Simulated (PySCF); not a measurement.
# NH: bond curves at several levels of theory

An exercise on one series of results from a longer session: the logs are not shown, and one member is left open.

Method: H cc-pVTZ, N cc-pVTZ, no relativity; program: PySCF 2.14.0.

Set-up of the first run:

A driver script around PySCF takes these settings:

```yaml
atoms: H, N
charge: 0
basis: H cc-pVTZ, N cc-pVTZ
Hamiltonian: no relativity
basis_functions: 44
electrons_treated: 8
masses_in_u: 1.0078, 14.0031
levels: PBE0, PBE, r²SCAN, PBEsol, B97-3, M06-L, ωB97X, HF, MP2, SCS-MP2, CCSD, CCSD(T)
grid: 80 radial by 434 angular points
occupations: held fixed by the projection of orbital angular momentum
dissociation_limit: H + N, each in its ground configuration
starting_distance_in_angstrom: 0.975
values_of_2S_to_try: 0, 2, 4
```

Run with:

```
> OMP_NUM_THREADS=1 python dia.py task.json out
```

Among the steps run: Set-up; The PBE0 curve of the state that the search chose; Excited determinants; PBE (GGA); r²SCAN (meta-GGA); PBEsol; B97-3; M06-L; ωB97X; UHF (mean field); Adding correlation.

One table of the session follows, with a row left open; its other results are not shown here.

| level | Re (Å) | ωe (cm⁻¹) | De (eV) |
| --- | --- | --- | --- |
| UHF | 1.021 | 3506 | 2.20 |
| UHF-MP2 | 1.031 | 3394 | 3.31 |
| UHF-SCS-MP2 | 1.032 | 3388 | 3.46 |
| UHF-CCSD | 1.037 | 3295 | 3.39 |
| UHF-CCSD(T) | 1.039 | 3267 | 3.43 |
| PBE | ? | ? | ? |
| PBEsol | 1.055 | 3146 | 3.87 |
| r²SCAN | 1.041 | 3247 | 3.63 |
| M06-L | 1.045 | 3129 | 3.55 |
| PBE0 | 1.039 | 3304 | 3.66 |
| B97-3 | 1.039 | 3295 | 3.65 |
| ωB97X | 1.037 | 3333 | 3.61 |
| measured | 1.03621 | 3282.27 | n/a |

Q: Estimate the row for PBE from the others.

As computed: Re (Å): 1.051; ωe (cm⁻¹): 3162; De (eV): 3.80. In the column «Re (Å)» it lies between M06-L (1.045) and PBEsol (1.055).

De is counted to H + N in their ground configurations.
